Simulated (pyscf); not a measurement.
PySCF, gas phase, ωB97X-D3(BJ)/def2-SVP geometries.

**Question.** What is the homolytic dissociation enthalpy (298 K, ωB97M-D3(BJ)/def2-TZVP) of the C–O bond of H₃C–CH₂–CH(CH₃)–OH (SMILES CCC(C)O), to H₃C–CH•–CH₂–CH₃ + OH•?

**Answer.** C–O to H₃C–CH•–CH₂–CH₃ + OH•: 393.5 kJ/mol. The 7 functionals that were run give +367.0 (r²SCAN) to +401.7 kJ/mol (M06-2X). Other isomers of H₃C–CH•–CH₂–CH₃ were not searched in full and may lie lower. Left out: the spin-orbit lowering of OH.
